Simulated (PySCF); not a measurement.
Species: 1,4-dioxin, C₄H₄O₂.
Z-matrix (Å and degrees, PBE0-D3(BJ)/def2-SVP geometry), rows numbered from 1:
```
C 
C   1  1.3325
O   2  1.3732  1  123.78
C   3  1.3728  2  112.41  1    -0.29
C   4  1.3324  3  123.80  2     0.29
O   1  1.3727  2  123.80  3     0.05
H   1  1.0890  2  122.77  3  -179.98
H   2  1.0889  1  122.84  3   179.99
H   4  1.0890  3  113.41  2  -179.68
H   5  1.0889  4  122.85  3   179.99
```

The calculation used delta-SCF UKS SCAN, pcX-2 on the ionised atom, pcseg-1 elsewhere, spin-free X2C in PySCF. Every row has its own mixed basis.

| ionised atom | basis functions | E(ground) (Eh) | binding energy (eV) |
| --- | --- | --- | --- |
| C1 | 135 | -305.20229 | 292.094 |
| O3 | 135 | -305.22631 | 539.470 |

Task: Fill in the total energy of each core-ionised state.

Result: With binding energy = E(ionised) − E(ground) and 27.2114 eV a hartree:

```
atom  binding energy (Eh)  E(ionised) (Eh)
  C1              10.7343        -294.4680
  O3              19.8252        -285.4011
```

Task: How much do the ground-state energies differ, and what would follow from using one of them for all holes?

Result: They run from -305.2263 Eh (core basis on O3) to -305.2023 Eh (on C1), 0.0240 Eh or 0.65 eV apart, for one and the same state in different bases and grids. Pairing the ion of C1 with the ground state of O3 would put its binding energy 0.65 eV too high.

Only 1s holes are shown. Atoms equivalent by their bonding share one computed value, that of the first of them. Isolated species at its PBE0-D3(BJ)/def2-SVP geometry, gas phase.

Hardware: one thread, Arm Neoverse V1 (aarch64), no GPU, shared host with 32 logical CPUs at a one-minute load of 18. Cost: 13 s of wall time, 0.43 GiB resident at most.
